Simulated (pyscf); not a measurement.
Multi-bond step: H₃Si–Si(SiH₃)(SiH₃)–Cl + HCl -> H₃Si–Si(SiH₃)(Cl)–SiH₂–Cl + H₂

Gas phase, singlet surface, charge 0. Bonds broken: Cl1–Si2, Si3–H6, Cl15–H16. Bonds formed: Cl1–Si3, Si2–Cl15, H6–H16. Structures and frequencies: ωB97X-D3(BJ)/def2-SVP in PySCF.

Transition state (Å):

```xyz
16

Cl    -0.9818    -2.2009     1.1288
Si    -0.6941     0.0820     0.6492
Si    -0.6400    -1.1502    -1.2401
Si    -2.7812     0.7937     1.3533
Si     1.3227     0.3612     1.7508
H     -0.3960     0.0623    -2.4298
H      0.5635    -1.9458    -1.5787
H     -1.8945    -1.6865    -1.8184
H     -3.7437     0.4894     0.2554
H     -3.1765     0.0550     2.5841
H     -2.7699     2.2590     1.6168
H      1.3163    -0.4187     3.0191
H      1.5646     1.8021     2.0368
H      2.3921    -0.1571     0.8495
Cl    -0.3472     2.0697    -0.7765
H     -0.3649     0.8549    -1.8984
```

One imaginary mode, 696i cm⁻¹; descent along it reached the two sides named.

```tsv
bond	change	reactant side (Å)	saddle	product side
Cl1–Si2	breaks	2.103	2.350	3.3
Si3–H6	breaks	1.499	1.716	3.1
Cl15–H16	breaks	1.287	1.654	2.8
Cl1–Si3	forms	3.4	2.6	2.088
Si2–Cl15	forms	3.4	2.471	2.096
H6–H16	forms	2.094	0.955	0.761
```

Electronic energies relative to the separated reactants (kcal/mol):

```csv
level,barrier,reaction energy,reverse barrier
ωB97X-D3(BJ)/def2-TZVP,24.6,-19.7,44.2
PBE/def2-TZVP,20.3,-16.0,36.3
r²SCAN/def2-TZVP,22.3,-18.0,40.3
B3LYP-D3(BJ)/def2-TZVP,24.4,-18.1,42.5
PBE0-D3(BJ)/def2-TZVP,21.9,-17.4,39.3
M06-2X/def2-TZVP,25.4,-19.7,45.1
ωB97M-D3(BJ)/def2-TZVP,26.4,-17.2,43.6
HF/def2-TZVP,52.2,-13.5,65.7
```

With ωB97M-D3(BJ)/def2-TZVP energies and thermal terms (ideal gas, 1 atm, RRHO with modes under 100 cm⁻¹ raised to 100, one conformer, R ln 2 for chiral ones without a mode under 150 cm⁻¹), in kcal/mol:

| T (K) | ΔH‡ | ΔG‡ | ΔH | ΔG |
|---|---|---|---|---|
| 298 | 25.8 | 37.3 | -18.1 | -16.2 |
| 600 | 25.6 | 49.0 | -17.5 | -14.5 |
| 900 | 25.9 | 60.6 | -17.0 | -13.1 |
| 1200 | 26.4 | 72.1 | -16.8 | -11.8 |

One saddle was located; it need not be the lowest between these sides.
